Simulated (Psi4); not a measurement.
# singlet [SiH3O2]+: levels of theory compared

We compute a comparison of 3 runs (HF/3-21G, B3LYP/6-31G*) of singlet [SiH3O2]+. 

The results are computed with Psi4 1.11.

1 further run of the same task is left out (set aside as unsound or not needed).

## Step 1: Starting point

[SiH3O2]+: 6 atoms, total charge +1, spin state singlet. As SMILES of the parent species, `O[SiH]O`. The shape is that of a PBE0-D4/def2-TZVP optimisation. This is one conformer, not always the lowest. That shape belongs to the parent species and isn't relaxed for this state.

Bond lengths: O1–Si2 1.652 Å, Si2–O3 1.641 Å, O1–H4 0.958 Å, Si2–H5 1.496 Å, O3–H6 0.959 Å. Angles: O1–Si2–O3 107.5°, O1–Si2–H5 112.0°, O3–Si2–H5 104.2°, Si2–O1–H4 117.1°, Si2–O3–H6 117.2°.

## Step 2: A single-point energy at HF/3-21G (run 1)

h3o2si.xyz

```xyz
6
H3O2Si
O     -1.186200    -0.443400    -0.202500
Si     0.358900     0.083300    -0.457100
O      1.071000     0.255000     1.010900
H     -1.625300    -0.879000    -0.934700
H      0.393800     1.459300    -1.043800
H      0.987700    -0.475200     1.627200
```

job.py

```python
import psi4

psi4.set_memory(1600000000)
psi4.set_num_threads(1)
psi4.set_output_file('output.dat', False)

with open('h3o2si.xyz') as f:
    atoms = ''.join(f.readlines()[2:])
molecule = psi4.geometry('1 1\n' + atoms + 'symmetry c1')

psi4.set_options(dict(basis='3-21G', reference='rhf', puream=True, e_convergence=1e-09, d_convergence=1e-08, scf_type='pk'))

result, w = psi4.energy("scf", return_wfn=True)
psi4.oeprop(w, "MAYER_INDICES", "DIPOLE", "MULLIKEN_CHARGES")
print(f'scf energy: {result:.10f} Eh')
```

Run with:

```
$ python job.py
```

output.dat:

```text
[...]
  Running in c1 symmetry.
[...]
  Nuclear repulsion =  111.608997635231759
[...]
  Multiplicity = 1
[...]
  Nalpha       = 16
  Nbeta        = 16
[...]
    Number of basis functions: 37
[...]
   @RHF iter   1:  -437.63993197245452   -4.81327e-01   1.34966e-02 DIIS/ADIIS
[...]
   @RHF iter  13:  -437.77049747342448   -2.84217e-13   3.57139e-09 DIIS
[...]
    Orbital Energies [Eh]
    ---------------------
    Doubly Occupied:
       1A    -68.685582     2A    -20.732795     3A    -20.722608
       4A     -6.480233     5A     -4.575698     6A     -4.575478
       7A     -4.574975     8A     -1.616103     9A     -1.586144
      10A     -1.023218    11A     -0.942759    12A     -0.847923
      13A     -0.807767    14A     -0.762614    15A     -0.750708
      16A     -0.733037
[...]
  @RHF Final Energy:  -437.77049747342448
   => Energetics <=
    Nuclear Repulsion Energy =            111.6089976352317592
    One-Electron Energy =                -819.9237087974335054
    Two-Electron Energy =                 270.5442136887772904
    Total Energy =                       -437.7704974734244843
[...]
 Multipole Moments:
 ------------------------------------------------------------------------------------
     Multipole            Electronic (a.u.)      Nuclear  (a.u.)        Total (a.u.)
 ------------------------------------------------------------------------------------
 L = 1.  Multiply by 2.5417464519 to convert [e a0] to [Debye]
 Dipole X            :          0.9258131           -0.5803200            0.3454932
 Dipole Y            :         -1.1859401            0.1254905           -1.0604496
 Dipole Z            :         -1.3693199           -0.3258423           -1.6951622
 Magnitude           :                                                    2.0291608
[...]
```

The script printed:

```text
scf energy: -437.7704974734 Eh
```

Run time: 2.7 s. Hardware: 1 thread of Intel Xeon Platinum 8259CL at 2.50GHz (Skylake/Cascade Lake), shared host; peak memory 0.18 GiB.

## Step 3: A single-point energy at B3LYP/6-31G(d) (spherical functions) (run 2)

calc.in

```
memory 1600 mb

molecule {
  1 1
  O     -1.186200    -0.443400    -0.202500
  Si     0.358900     0.083300    -0.457100
  O      1.071000     0.255000     1.010900
  H     -1.625300    -0.879000    -0.934700
  H      0.393800     1.459300    -1.043800
  H      0.987700    -0.475200     1.627200
  symmetry c1
}

set {
  basis 6-31G*
  reference rks
  puream true
  e_convergence 1e-09
  d_convergence 1e-08
  scf_type pk
  dft_radial_points 99
  dft_spherical_points 590
}

e_tot, wfn = energy('b3lyp', return_wfn=True)
print_variables()
```

Run with:

```
$ psi4 calc.in calc.out -n 1
```

calc.out:

```text
[...]
  Running in c1 symmetry.
[...]
  Nuclear repulsion =  111.608997635231759
[...]
  Multiplicity = 1
[...]
  Nalpha       = 16
  Nbeta        = 16
[...]
    Number of basis functions: 52
[...]
   @RKS iter   1:  -441.16731690898041    8.52496e-02   1.63678e-02 ADIIS/DIIS
[...]
   @RKS iter  12:  -441.46166047858929   -4.54747e-13   3.55709e-09 DIIS
[...]
  @RKS Final Energy:  -441.46166047858929
   => Energetics <=
    Nuclear Repulsion Energy =            111.6089976352317592
    One-Electron Energy =                -823.3264054083826977
    Two-Electron Energy =                 301.7082283405823659
    DFT Exchange-Correlation Energy =     -31.4524810460207043
    Empirical Dispersion Energy =           0.0000000000000000
    VV10 Nonlocal Energy =                  0.0000000000000000
    Total Energy =                       -441.4616604785892946
[...]
 Multipole Moments:
 ------------------------------------------------------------------------------------
     Multipole            Electronic (a.u.)      Nuclear  (a.u.)        Total (a.u.)
 ------------------------------------------------------------------------------------
 L = 1.  Multiply by 2.5417464519 to convert [e a0] to [Debye]
 Dipole X            :          0.7575999           -0.5803200            0.1772799
 Dipole Y            :         -0.8990205            0.1254905           -0.7735300
 Dipole Z            :         -0.8913716           -0.3258423           -1.2172139
 Magnitude           :                                                    1.4530611
[...]
```

It took 13 s on 1 thread of Intel Xeon Platinum 8259CL at 2.50GHz (Skylake/Cascade Lake), shared host; peak memory 0.69 GiB.

## Step 4: Energy and gradient at B3LYP/6-31G(d) (Cartesian functions) (run 3)

h3o2si.xyz is that of step 2.

job.py

```python
import psi4

psi4.set_memory('1600 MB')
psi4.set_num_threads(1)
psi4.set_output_file('h3o2si.out', False)

with open('h3o2si.xyz') as f:
    atoms = ''.join(f.readlines()[2:])
geom = psi4.geometry('1 1\n' + atoms + 'symmetry c1\nno_reorient\nno_com')

psi4.set_options({
    'puream': False,
    'e_convergence': 1e-09,
    'd_convergence': 1e-08,
    'scf_type': 'pk',
    'dft_radial_points': 99,
    'dft_spherical_points': 590,
})

e, wfn = psi4.gradient('b3lyp/6-31G*', molecule=geom, return_wfn=True)
psi4.oeprop(wfn, 'DIPOLE', 'LOWDIN_CHARGES', 'MAYER_INDICES')
print('gradient / Eh bohr^-1')
print(e.np.round(6))
print(f'energy = {wfn.energy():.10f} Eh')
for k, v in sorted(psi4.core.scalar_variables().items()):
    print(f'{k:45s} {v:18.10f}')
```

Run with:

```
$ python job.py
```

h3o2si.out:

```text
[...]
  Running in c1 symmetry.
[...]
  Nuclear repulsion =  111.608997635231759
[...]
  Multiplicity = 1
[...]
  Nalpha       = 16
  Nbeta        = 16
[...]
    Number of basis functions: 55
[...]
   @RKS iter   1:  -441.17344021497138    8.10097e-02   1.55864e-02 DIIS/ADIIS
[...]
   @RKS iter  12:  -441.46611873117365   -1.13687e-12   3.54967e-09 DIIS
[...]
  @RKS Final Energy:  -441.46611873117365
   => Energetics <=
    Nuclear Repulsion Energy =            111.6089976352317592
    One-Electron Energy =                -823.2801459029476518
    Two-Electron Energy =                 301.6362425980449302
    DFT Exchange-Correlation Energy =     -31.4312130615026604
    Empirical Dispersion Energy =           0.0000000000000000
    VV10 Nonlocal Energy =                  0.0000000000000000
    Total Energy =                       -441.4661187311736512
[...]
  -Total Gradient:
     Atom            X                  Y                   Z
    ------   -----------------  -----------------  -----------------
       1       -0.042389344559     0.006643625701     0.012487377285
       2        0.039231911374    -0.045427247212    -0.062818247577
       3       -0.005435120608     0.007643479657     0.043158326334
       4        0.019427482406     0.007542050356     0.010499735592
       5       -0.011257510287     0.013537195262     0.015363765800
       6        0.000399229283     0.010052590713    -0.018692421313
[...]
```

The script printed:

```text
gradient / Eh bohr^-1
[[-0.042389  0.006644  0.012487]
 [ 0.039232 -0.045427 -0.062818]
 [-0.005435  0.007643  0.043158]
 [ 0.019427  0.007542  0.0105  ]
 [-0.011258  0.013537  0.015364]
 [ 0.000399  0.010053 -0.018692]]
energy = -441.4661187312 Eh
CURRENT ENERGY                                   -441.4661187312
CURRENT REFERENCE ENERGY                         -441.4661187312
DD SOLVATION ENERGY                                 0.0000000000
DFT FUNCTIONAL TOTAL ENERGY                      -441.4661187312
DFT TOTAL ENERGY                                 -441.4661187312
DFT VV10 ENERGY                                     0.0000000000
DFT XC ENERGY                                     -31.4312130615
GRID ELECTRONS ALPHA                               16.0000001233
GRID ELECTRONS BETA                                16.0000001233
GRID ELECTRONS TOTAL                               32.0000002467
NUCLEAR REPULSION ENERGY                          111.6089976352
ONE-ELECTRON ENERGY                              -823.2801459029
PCM POLARIZATION ENERGY                             0.0000000000
PE ENERGY                                           0.0000000000
SCF ITERATION ENERGY                             -441.4661187312
SCF ITERATIONS                                     12.0000000000
SCF TOTAL ENERGY                                 -441.4661187312
TWO-ELECTRON ENERGY                               301.6362425980
XC GRID RADIAL POINTS                              99.0000000000
XC GRID SPHERICAL POINTS                          590.0000000000
XC GRID TOTAL POINTS                           335983.0000000000
```

Run time: 14 s. Hardware: 1 thread of Intel Xeon Platinum 8259CL at 2.50GHz (Skylake/Cascade Lake), shared host; peak memory 0.72 GiB.

## Step 5: Overview of the runs

| run | level | properties | integration grid | energy (Eh) | HOMO energy (eV) | LUMO energy (eV) | HOMO–LUMO gap (eV) | wall time |
| --- | --- | --- | --- | --- | --- | --- | --- | --- |
| 1 | HF/3-21G | (mayer, dipole, mulliken) | – | -437.770497 | -19.95 | -7.33 | 12.62 | 2.7 s |
| 2 | B3LYP/6-31G* (spherical functions) | – | 99 radial × 590 angular | -441.461660 | -15.87 | -10.62 | 5.24 | 13 s |
| 3 | B3LYP/6-31G* (Cartesian functions) | (dipole, lowdin, mayer) | 99 radial × 590 angular | -441.466119 | -15.87 | -10.62 | 5.25 | 14 s |

## Step 6: Summary of results

| quantity | value |
| --- | --- |
| run 3: total energy | -441.46612 Eh |
| run 3: HOMO energy | -15.87 eV |
| run 3: LUMO energy | -10.62 eV |
| run 3: HOMO–LUMO gap | 5.25 eV |
| run 3: largest force on an atom | 4.468 eV/Å |

What this shows: The HOMO–LUMO gap runs from 5.24 eV (B3LYP/6-31G*) to 12.62 eV (HF/3-21G). The two ends differ in method and basis. All runs together took 30 s, the longest 14 s.
